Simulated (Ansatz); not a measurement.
All numbers were calculated with Ansatz.

A structure relaxed at PBE0-D4/def2-TZVP, charge 0, multiplicity 1:

Cartesian coordinates in Å:
```
C -0.0803 -0.9098 0.6869
C -0.2392 0.4801 0.1783
C 0.2203 0.9367 -0.9720
F 0.9037 0.1658 -1.8315
H 0.4473 -0.9159 1.6452
H -1.0550 -1.3760 0.8577
H 0.4773 -1.5299 -0.0145
H -0.7761 1.1996 0.7877
H 0.1019 1.9494 -1.3378
```

Problem. Give its formula and SMILES.

Solution. C3H5F, `C/C=C\F`.

Problem. Point group (tolerance 0.08 Å, 0.16 Å for H)?

Solution. Cs.

Problem. Summarise the bond lengths by kind.

Solution. 2 × C–C 1.320 to 1.489 Å; 5 × C–H 1.083 to 1.094 Å; 1 × C–F 1.342 Å.
